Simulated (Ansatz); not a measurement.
bcc K, treated with r²SCAN (Ansatz, a program for electronic structure, plane waves, PAW).

Settings: plane-wave cutoff 600 eV, 18×18×18 k mesh, Fermi–Dirac smearing 0.075 eV (set by the program), scalar-relativistic PAW data made under PBE.

The cell has the measured lattice: a = b = c = 5.327 Å, α = β = γ = 90.00°.

Q: What does this level give for the elastic constant C12, Poisson ratio, elastic constant C11, Voigt–Reuss–Hill bulk modulus, polycrystal shear modulus (Hill average) and elastic constant C44?

A: 
- elastic constant C12 = 3.35 GPa
- Poisson ratio = 0.344
- elastic constant C11 = 4.05 GPa
- Voigt–Reuss–Hill bulk modulus = 3.59 GPa
- polycrystal shear modulus (Hill average) = 1.25 GPa
- elastic constant C44 = 2.72 GPa

Note: the cell isn't this level's own, so it is under some stress, which shifts stiffness and frequencies.

Elastic constants are with the ions relaxed.

Static lattice: no zero-point or thermal effects.

Computing time: about 5 core-minutes (a rough figure).
